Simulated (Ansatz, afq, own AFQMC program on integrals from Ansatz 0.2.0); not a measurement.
## AlBH2, singlet: a scan with AFQMC

| atom | x (Å) | y (Å) | z (Å) |
| --- | --- | --- | --- |
| B | 0.0000 | -0.2366 | 1.4274 |
| Al | 0.0000 | 0.1163 | -0.5970 |
| H | 0.0000 | 0.3668 | 2.4614 |
| H | 0.0000 | -0.9435 | -1.7892 |

The angle Al2–B1–H3 is changed with bond lengths fixed. Energies in kcal/mol count from this geometry (139.847 °) at the same level; the start stands on RHF, each point on the determinant named.

Basis cc-pVDZ. Noble-gas cores (and the filled d shells of Ga–Kr and In–Xe) are frozen. AFQMC by an in-house program on the Cholesky factors that Ansatz 0.2.0 writes for its CCSD(T) run. ph-AFQMC/CISD is guided by a CISD state made of CCSD amplitudes; releasing the constraint for a short imaginary time cuts its bias at the price of noise, slowly where states lie close. Uncertainties: one standard error, sampling alone.

Cautions, each for one point or more: an unrestricted solution with more broken spin lies lower; higher spins were not checked; restricted determinant unstable towards unrestricted; strong correlation; the ph-AFQMC/CISD walk drifts between its halves; unrestricted determinant spin contaminated; walk and cluster series may follow different spin states.

```csv
angle Al2–B1–H3 / °,det.,T1,weight,⟨S²⟩,CCSD(T),ph-AFQMC/CISD,CCSDT(Q),PBE0,B2PLYP
69.400,UHF¶,0.083,0.74,0.86,36.9,34.5 ± 0.4,34.4,38.2§,38.1§
87.300,RHF,0.029,0.82,pure,17.5,17.5 ± 0.4,17.4,21.8§,21.1§
108.700,RHF,0.027,0.83,pure,5.4,5.0 ± 0.4,5.5,8.8§,8.9§
124.300,RHF,0.026,0.83,pure,1.1,0.8 ± 0.4,1.2,3.0§,3.5§
137.700,RHF,0.026,0.83,pure,0.0,-1.3 ± 0.4,0.0,0.3§,0.2§
```

Weight is that of the determinant in the CISD state; at the start T1 is 0.026 and the weight 0.83. ¶ marks points with a poor determinant and no full CI, where no value is sure; they don't count among the departures. § marks a functional whose ⟨S²⟩ is too high by over 0.1 (PBE0, B2PLYP at the start too). Largest departures from CCSDT(Q), at the points where its series has closed: CCSD(T) 0.0 kcal/mol at 87.300 (on RHF), ph-AFQMC/CISD -1.3 kcal/mol at 137.700 (on RHF). The functionals aren't scored here. In this small basis the wave-function levels are far from their limit, so their gap to the functionals isn't the functionals' error. In total energy ph-AFQMC/CISD lies 48 ± 9 meV above CCSDT(Q) at the start, so its agreement along the curve rests in part on cancellation.

Some points may be missing: those where a free walk finds a much lower state, and past Zn most of those on another determinant than at the start.

A walk keeps the symmetry of its determinant, which the program's search chose and which needn't be the lowest solution, so a lower state of the same spin and another symmetry isn't excluded.
